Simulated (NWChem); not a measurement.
**C5H6 (2-methyl-1-buten-3-yne) at 6 levels**

Wanted: a comparison of 6 runs (M06-L/def2-SVP, PBE0/def2-SVP, TPSS/def2-SVP, BHLYP/def2-SVP, M06-2X/def2-SVP, r2SCAN/def2-SVP) of C5H6 (2-methyl-1-buten-3-yne). 

Program for the calculation: NWChem 7.3.0.

## Step 1: The molecule

C5H6: 11 atoms, total charge 0, spin state singlet. SMILES: `C#CC(=C)C`. The shape is that of a PBE0-D4/def2-TZVP optimisation.

Bond lengths: C1–C2 1.203 Å, C2–C3 1.426 Å, C3–C4 1.335 Å, C3–C5 1.500 Å, C1–H6 1.064 Å, C4–H7 1.084 Å, C4–H8 1.082 Å, C5–H9 1.093 Å, C5–H10 1.093 Å, C5–H11 1.090 Å. Some angles: C1–C2–C3 177.6°, C2–C3–C4 120.8°, C2–C3–C5 116.1°, C4–C3–C5 123.1°, C2–C1–H6 179.2°, C3–C4–H7 120.7°, C3–C4–H8 121.4°, C3–C5–H9 110.6°, C3–C5–H10 110.6°, C3–C5–H11 110.8°.

## Step 2: Energy and forces at M06-L/def2-SVP (run 1)

File c5h6.nw:

```
start c5h6
title "C5H6 gradient"
memory total 2200 mb
geometry noautosym nocenter noautoz
  C       -1.345100       1.765600       1.023600
  C       -0.786700       0.836000       0.502900
  C       -0.073000      -0.237900      -0.105500
  C       -0.718400      -1.309500      -0.570900
  C        1.416500      -0.080200      -0.182900
  H       -1.852900       2.580700       1.482100
  H       -0.174900      -2.125300      -1.033200
  H       -1.795300      -1.393800      -0.500600
  H        1.842600       0.040200       0.816500
  H        1.678700       0.815000      -0.752400
  H        1.874100      -0.947800      -0.659100
end
basis spherical bse
  * library def2-SVP
end
dft
  xc m06-l
  grid fine
  convergence energy 1e-08
  maxiter 100
  mulliken
  print low
end
task dft gradient
```

On the command line:

```bash
$ nwchem c5h6.nw > c5h6.out
```

Standard output:

```text
[...]
 d= 0,ls=0.0,diis     1   -193.8412455365 -3.37D+02  7.16D-03  3.13D-01     4.6
[...]
 d= 0,ls=0.0,diis    13   -193.8809202124 -1.16D-10  1.02D-07  1.79D-10    51.5
         Total DFT energy =     -193.880920212385
      One electron energy =     -543.095976582265
           Coulomb energy =      234.986595225772
    Exchange-Corr. energy =      -29.248759033524
 Nuclear repulsion energy =      143.477220177633
[...]
      Total Density - Mulliken Population Analysis
     ---------------------------------------------
    Atom       Charge   Shell Charges
 -----------   ------   -------------------------------------------------------
    1 C    6     6.40   1.99  0.91  0.64  2.02  0.82  0.02
    2 C    6     5.70   1.99  0.93  0.21  2.04  0.49  0.04
    3 C    6     6.21   1.99  0.94  0.22  2.08  0.93  0.05
    4 C    6     6.07   1.99  0.91  0.29  2.05  0.81  0.02
    5 C    6     6.00   1.99  0.91  0.14  2.11  0.83  0.02
    6 H    1     0.93   0.75  0.15  0.03
    7 H    1     0.94   0.76  0.16  0.03
    8 H    1     0.94   0.76  0.15  0.03
    9 H    1     0.93   0.76  0.15  0.03
   10 H    1     0.93   0.76  0.15  0.03
[...]
                         DFT ENERGY GRADIENTS
    atom               coordinates                        gradient
                 x          y          z           x          y          z
   1 C      -2.541870   3.336500   1.934324    0.010338  -0.017292  -0.009678
   2 C      -1.486647   1.579811   0.950343   -0.011987   0.019247   0.010823
   3 C      -0.137950  -0.449566  -0.199366   -0.006292  -0.009170  -0.003901
   4 C      -1.357579  -2.474596  -1.078845    0.002840   0.005736   0.002557
   5 C       2.676797  -0.151556  -0.345631    0.006235   0.001447  -0.000065
   6 H      -3.501473   4.876816   2.800763    0.002843  -0.004475  -0.002520
   7 H      -0.330513  -4.016235  -1.952465   -0.002348   0.004729   0.002593
   8 H      -3.392625  -2.633900  -0.945997    0.005905   0.001069  -0.000090
   9 H       3.482009   0.075967   1.542961   -0.002581  -0.000723  -0.003296
  10 H       3.172283   1.540127  -1.421830   -0.002095  -0.003354   0.001884
  11 H       3.541535  -1.791082  -1.245518   -0.002859   0.002787   0.001694
[...]
```

Wall time 63 s (1 thread of Intel Xeon Platinum 8175M at 2.50GHz (Skylake/Cascade Lake), shared host); peak memory 0.12 GiB.

## Step 3: Energy and gradient at PBE0/def2-SVP (run 2)

File geom.nw:

```
start geom
memory stack 880 mb heap 220 mb global 1100 mb

geometry units bohr noautosym nocenter noautoz
  C     -2.54187061     3.33650045     1.93432366
  C     -1.48664754     1.57981104     0.95034327
  C     -0.13795001    -0.44956585    -0.19936611
  C     -1.35757925    -2.47459636    -1.07884464
  C      2.67679706    -0.15155604    -0.34563091
  H     -3.50147354     4.87681621     2.80076309
  H     -0.33051310    -4.01623493    -1.95246503
  H     -3.39262531    -2.63390027    -0.94599690
  H      3.48200936     0.07596699     1.54296138
  H      3.17228325     1.54012679    -1.42182994
  H      3.54153573    -1.79108242    -1.24551849
end

basis "ao basis" spherical bse
  * library def2-SVP
end

dft
  xc pbe0
  grid fine
  convergence energy 1e-08
  maxiter 100
  mulliken
  print low
end

task dft gradient
```

On the command line:

```bash
$ nwchem geom.nw > geom.out
```

Standard output:

```text
[...]
 d= 0,ls=0.0,diis     1   -193.6257798061 -3.37D+02  6.34D-03  3.22D-01     3.7
[...]
 d= 0,ls=0.0,diis    11   -193.6671247719 -6.80D-10  2.06D-07  7.49D-10    34.2
         Total DFT energy =     -193.667124771871
      One electron energy =     -543.089858947201
           Coulomb energy =      234.951017771364
    Exchange-Corr. energy =      -29.005493396696
 Nuclear repulsion energy =      143.477209800662
[...]
      Total Density - Mulliken Population Analysis
     ---------------------------------------------
    Atom       Charge   Shell Charges
 -----------   ------   -------------------------------------------------------
    1 C    6     6.41   1.99  0.91  0.68  2.02  0.79  0.02
    2 C    6     5.67   1.99  0.91  0.18  2.05  0.51  0.03
    3 C    6     6.22   1.99  0.92  0.18  2.09  1.00  0.05
    4 C    6     6.02   1.99  0.90  0.24  2.06  0.81  0.03
    5 C    6     5.97   1.99  0.90  0.08  2.13  0.84  0.03
    6 H    1     0.96   0.74  0.20  0.03
    7 H    1     0.96   0.74  0.19  0.02
    8 H    1     0.95   0.74  0.18  0.02
    9 H    1     0.94   0.74  0.18  0.02
   10 H    1     0.94   0.74  0.18  0.02
[...]
                         DFT ENERGY GRADIENTS
    atom               coordinates                        gradient
                 x          y          z           x          y          z
   1 C      -2.541871   3.336500   1.934324    0.007381  -0.012016  -0.006745
   2 C      -1.486648   1.579811   0.950343   -0.007836   0.013002   0.007283
   3 C      -0.137950  -0.449566  -0.199366   -0.005205  -0.004207  -0.001547
   4 C      -1.357579  -2.474596  -1.078845    0.002000   0.003733   0.001649
   5 C       2.676797  -0.151556  -0.345631    0.003353   0.000840  -0.000064
   6 H      -3.501474   4.876816   2.800763    0.003796  -0.006179  -0.003467
   7 H      -0.330513  -4.016235  -1.952465   -0.003221   0.005108   0.002873
   8 H      -3.392625  -2.633900  -0.945997    0.006731   0.000624  -0.000398
   9 H       3.482009   0.075967   1.542961   -0.002430  -0.000595  -0.004959
  10 H       3.172283   1.540127  -1.421830   -0.001660  -0.004576   0.002947
  11 H       3.541536  -1.791082  -1.245518   -0.002911   0.004266   0.002429
[...]
```

Wall time 41 s (1 thread of Intel Xeon Platinum 8175M at 2.50GHz (Skylake/Cascade Lake), shared host); peak memory 0.12 GiB.

Runs 3 to 5 aren't shown in full; the table further down has their settings and results.

## Step 4: Energy and gradient at r2SCAN/def2-SVP (run 6)

File input.nw:

```
start input
title "C5H6 r2SCAN"
memory 2200 mb

geometry units angstroms noautosym nocenter noautoz
  C     -1.345100     1.765600     1.023600
  C     -0.786700     0.836000     0.502900
  C     -0.073000    -0.237900    -0.105500
  C     -0.718400    -1.309500    -0.570900
  C      1.416500    -0.080200    -0.182900
  H     -1.852900     2.580700     1.482100
  H     -0.174900    -2.125300    -1.033200
  H     -1.795300    -1.393800    -0.500600
  H      1.842600     0.040200     0.816500
  H      1.678700     0.815000    -0.752400
  H      1.874100    -0.947800    -0.659100
end

basis spherical bse
  C library def2-SVP
  H library def2-SVP
end

dft
  xc r2scan
  grid fine
  convergence energy 1e-08
  iterations 100
  mulliken
end

task dft gradient
```

On the command line:

```bash
$ nwchem input.nw > input.out
```

Standard output:

```text
[...]
          Wavefunction type:  closed shell.
          No. of atoms     :    11
          No. of electrons :    36
[...]
          Charge           :     0
          Spin multiplicity:     1
[...]
          AO basis - number of functions:   100
[...]
              XC Information
              --------------
                      r^2SCAN Method XC Functional
               r^2SCAN metaGGA Exchange Functional  1.000
                     r^2SCAN Correlation Potential  1.000
[...]
 d= 0,ls=0.0,diis     1   -193.7425553162 -3.37D+02  6.88D-03  3.19D-01     4.3
[...]
 d= 0,ls=0.0,diis    11   -193.7810118005 -3.14D-09  5.94D-07  5.78D-09    43.0
         Total DFT energy =     -193.781011800512
      One electron energy =     -543.056415744857
           Coulomb energy =      234.916491856889
    Exchange-Corr. energy =      -29.118308090177
 Nuclear repulsion energy =      143.477220177633
[...]
  wavefunction    = closed shell
                         DFT ENERGY GRADIENTS
    atom               coordinates                        gradient
                 x          y          z           x          y          z
   1 C      -2.541870   3.336500   1.934324    0.011280  -0.019042  -0.010647
   2 C      -1.486647   1.579811   0.950343   -0.012663   0.020692   0.011614
   3 C      -0.137950  -0.449566  -0.199366   -0.005134  -0.009840  -0.004357
   4 C      -1.357579  -2.474596  -1.078845    0.004732   0.008602   0.003784
   5 C       2.676797  -0.151556  -0.345631    0.001707   0.000831   0.000102
   6 H      -3.501473   4.876816   2.800763    0.003739  -0.005961  -0.003353
   7 H      -0.330513  -4.016235  -1.952465   -0.003603   0.005433   0.003074
   8 H      -3.392625  -2.633900  -0.945997    0.007225   0.000581  -0.000471
   9 H       3.482009   0.075967   1.542961   -0.002581  -0.000851  -0.005292
  10 H       3.172283   1.540127  -1.421830   -0.001774  -0.005006   0.002968
  11 H       3.541535  -1.791082  -1.245518   -0.002929   0.004561   0.002578
[...]
```

Run time: 54 s. Hardware: 1 thread of Intel Xeon Platinum 8175M at 2.50GHz (Skylake/Cascade Lake), shared host; peak memory 0.12 GiB.

## Step 5: The series

```csv
run,level,energy (Eh),largest force (eV/Å),wall time
1,M06-L/def2-SVP,-193.880920,1.292,63 s
2,PBE0/def2-SVP,-193.667125,0.866,41 s
3,TPSS/def2-SVP,-193.949076,1.582,55 s
4,BHLYP/def2-SVP,-193.783570,0.488,39 s
5,M06-2X/def2-SVP,-193.811602,0.487,51 s
6,r2SCAN/def2-SVP,-193.781012,1.383,54 s
```

## Step 6: What came out

| quantity | value |
| --- | --- |
| run 6: total energy | -193.78101 Eh |
| run 6: dipole moment | 0.53 D |
| run 6: HOMO energy | -6.07 eV |
| run 6: LUMO energy | -1.38 eV |
| run 6: HOMO–LUMO gap | 4.69 eV |
| run 6: largest force on an atom | 1.383 eV/Å |

Over runs 4, 5, 6 the dipole moment (its size) runs from 0.47 D (M06-2X/def2-SVP) to 0.53 D (r2SCAN/def2-SVP). Over runs 4, 5, 6 the HOMO–LUMO gap runs from 4.69 eV (r2SCAN/def2-SVP) to 8.42 eV (M06-2X/def2-SVP). Totals of different functionals can't be ranked against each other. All runs together took 5.1 min, the longest 63 s.
